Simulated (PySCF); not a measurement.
Molecule: diethyl ketone, C₅H₁₀O.

Geometry:
```
atom   x (Å)   y (Å)   z (Å)
  C1   2.534  -0.334   0.226
  C2   1.201  -0.158  -0.472
  C3   0.034  -0.007   0.483
  O4   0.188  -0.028   1.681
  C5  -1.335   0.171  -0.141
  C6  -2.447   0.328   0.877
  H7   3.354  -0.422  -0.501
  H8   2.745   0.518   0.888
  H9   2.531  -1.235   0.857
 H10   0.978  -1.009  -1.141
 H11   1.205   0.725  -1.136
 H12  -1.283   1.039  -0.822
 H13  -1.515  -0.694  -0.805
 H14  -3.419   0.469   0.383
 H15  -2.260   1.192   1.531
 H16  -2.512  -0.556   1.527
```

Geometry PBE0-D3(BJ)/def2-SVP throughout; GIAO in PySCF 2.14, gas phase, one conformer, non-relativistic; equivalent atoms averaged; basis pcSseg-1.

**Question.** How do the shifts δ (against TMS, H2O at the same level) depend on the functional? (ppm; last column core-seconds on shared hosts with different chips, so compare them loosely; the GGAs took longer than the global hybrids here, which isn't the general rule, and the cause wasn't traced)

**Answer.** 
```
functional                    kind     C3  C2/C5  C1/C6     O4  H10/H11/H12/H13  H7/H8/H9/H14/H15/H16  core-s
        HF            Hartree–Fock  212.9   33.1    9.5  648.8             1.97                  1.20     6.3
       LDA                     LDA  220.1   39.6    6.4  674.4             2.42                  0.94      17
       PBE                     GGA  212.1   38.5    8.7  650.2             2.35                  0.98      22
      BLYP                     GGA  213.8   39.1    9.5  651.6             2.32                  1.01      22
      BP86                     GGA  212.1   38.6    8.9  644.1             2.34                  0.99      22
      OPBE                     GGA  202.7   36.8    9.5  626.2             2.35                  0.99      22
       KT2                     GGA  199.7   36.8    8.7  601.1             2.26                  0.98      23
       KT3                     GGA  197.7   36.5    9.9  598.2             2.26                  1.01      22
     B97-D                     GGA  206.7   37.8    9.9  621.3             2.32                  1.03      22
     B3LYP           global hybrid  215.1   38.0    9.2  660.1             2.24                  1.04      14
      PBE0           global hybrid  213.5   37.2    8.7  659.7             2.23                  1.03      20
  mPW1PW91           global hybrid  213.7   37.2    9.0  658.6             2.22                  1.04      16
      WP04           global hybrid  215.9   38.6   11.4  629.0             2.16                  1.07      12
     B97-2           global hybrid  209.6   36.8    9.5  639.3             2.22                  1.04      11
 BHandHLYP           global hybrid  215.7   36.3    9.1  663.9             2.12                  1.10      11
 CAM-B3LYP  range-separated hybrid  217.9   37.5    8.5  667.7             2.19                  1.05      16
   wB97X-D  range-separated hybrid  214.8   37.3    9.1  655.6             2.18                  1.04      15
   LC-wPBE  range-separated hybrid  218.3   36.5    8.4  663.0             2.14                  1.03      24
```

**Question.** Which nucleus moves most, in ppm?

**Answer.** O4 (ketone oxygen): from 598.2 ppm with KT3 to 674.4 ppm with LDA. The smallest spread is 0.26 ppm, at H7/H8/H9/H14/H15/H16. Proton shifts span only some 12 ppm, so a few tenths of a ppm matter as much there as several ppm in carbon.
